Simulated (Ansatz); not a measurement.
Results of G0W0@r²SCAN (plane waves, hard PAW, contour deformation; Ansatz, a quantum-chemistry and plane-wave program) for rock-salt MgS.

The cell has the measured lattice parameters. Conventional cell: a = 5.2033 Å, b = 5.2033 Å, c = 5.2033 Å, α = 90.00°, β = 90.00°, γ = 90.00°.

The quasiparticle gap at Γ at a fixed k mesh 2×2×2:

```tsv
response cutoff	value (eV)
150 eV, 270 empty bands	5.268
200 eV, 416 empty bands	5.296
250 eV, 581 empty bands	5.317
300 eV, 763 empty bands	5.328
```

Problem. Taking the value to converge with the response cutoff E as E^(−3/2), extrapolate from the last two rows.

Solution. With y = y∞ + c/w and weights w = 3953 and 5196 for the last two rows, y∞ = (w2 y2 − w1 y1)/(w2 − w1) = (5196 × 5.328 − 3953 × 5.317)/1243 = 5.363 eV, which lies 0.035 beyond the last row. Successive pairs of rows give 5.348, 5.370, 5.363. The limit also hangs on the law assumed, so its last digits aren't firm.

The other settings are not extrapolated, so this is the limit in one setting alone.

At the last cutoff the smallest gap on this mesh is 4.15 eV, with an edge away from Γ.
